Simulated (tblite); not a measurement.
Start geometry of `CC#C[CH]S` [radical] from a force field or distance geometry (Å):
```
atom  x, y, z in Å
C1    -2.116   -0.477   -0.038
C2    -0.753    0.023   -0.173
C3     0.407    0.409   -0.256
C4     1.774    0.917   -0.374
S5     2.804   -0.098    0.725
H6    -2.483   -0.967   -0.962
H7    -2.203   -1.097    0.858
H8    -2.828    0.389    0.122
H9     1.842    1.946    0.024
H10    3.565   -1.041    0.051
```

**Question.** What comes out of this run: GFN2-xTB geometry optimisation, gas phase (tblite)?

**Answer.** 
```
atom  x, y, z in Å
C1    -1.9985   -0.5037   -0.0753
C2    -0.6596    0.0299   -0.0348
C3     0.4542    0.5215   -0.0148
C4     1.7233    1.0090    0.0178
S5     3.1256   -0.0109    0.1736
H6    -2.1713   -1.0267   -1.0186
H7    -2.1505   -1.2079    0.7448
H8    -2.7254    0.3040    0.0150
H9     1.9459    2.0576   -0.0535
H10    2.4652   -1.1681    0.2233
```

The energy falls by 108.5 kJ/mol over 63 L-BFGS steps, the largest force on an atom goes from 3.46 to 0.008 eV/Å, and the atoms move by 0.461 Å rms after alignment. The bond that changes most is C3–C4 (ends: carbon bonded to 2 C; carbon bonded to C, S and H), which shortens by 0.103 Å. Bonds longer at the end by more than 0.005 Å: 0 of 9; shorter: 8. Among the angles that change most is C4–S5–H10, from 113.4° to 96.5°. Among the dihedrals that turn most is C3–C4–S5–H10, from 103° to 0°. Rotational constants go from 15510, 1552, 1442 to 20555, 1501, 1411 MHz. The orientation of the end geometry is arbitrary; only internal coordinates are fixed.

Its GFN2-xTB frequencies are all real (lowest 34 cm⁻¹).

One conformer stands for the species.

These are computed values.
